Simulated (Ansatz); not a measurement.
**CaP₂Ru₂: experiment and calculation**

**Experimental background.**

From “Construction of A-B hetero-layer intermetallic crystals: case studies of the 1144-phase TM-phosphides AB(TM)4P4 (TM=Fe, Ru, Co, Ni”, 2021, arxiv:2103.15344, for a powder of CaP2Ru2: lattice constant a 4.044 ± 0.004 Å; lattice constant c 9.834 ± 0.001 Å.

The runs below are set against these values where they give the same quantity.

Theory: Ansatz 0.2.0, DFT PBEsol, scalar-relativistic, plane waves, PAW.

Settings: cutoff 420 eV, Γ-centred mesh 12×12×12 on the computed 5-atom cell, Gaussian smearing of 0.10 eV; no spin polarisation.

Relaxed structure, symmetry kept:

Space group I4/mmm (No. 139). a = 4.030 Å, b = 4.030 Å, c = 9.642 Å, α = 90.00°, β = 90.00°, γ = 90.00°
| atom | site | symmetry | x | y | z |
| --- | --- | --- | --- | --- | --- |
| Ca | 2a | 4/mmm | 0.0000 | 0.0000 | 0.0000 |
| P | 4e | 4mm | 0.5000 | 0.5000 | 0.1309 |
| Ru | 4d | -4m2 | 0.0000 | 0.5000 | 0.2500 |

```json
{
  "Space group": "I4/mmm (No. 139)",
  "Volume per atom": "15.66 Å³",
  "Formation energy from the elements' standard states (uncorrected)": "-0.982 eV/atom",
  "Kohn–Sham band gap": "none (metal)",
  "Density of states at the Fermi level": "1.39 states/eV per cell",
  "Löwdin character within 0.5 eV of the Fermi level": "Ru 4d 49 %, P 3p 22 %, unprojected 18 %",
  "Bader charges (e)": "Ca (1 in the cell) 1.33, P (2 in the cell) -0.39, Ru (2 in the cell) -0.27"
}
```

Against the measured lattice constant a of CaP2Ru2, 4.044 Å (powder; the paper above), the calculated 4.030 Å is off by -0.3 %. Measured lattice constant c of CaP2Ru2: 9.834 Å (powder; the paper above). This calculation gives 9.642 Å (-2.0 %). The calculation is for 0 K without zero-point motion.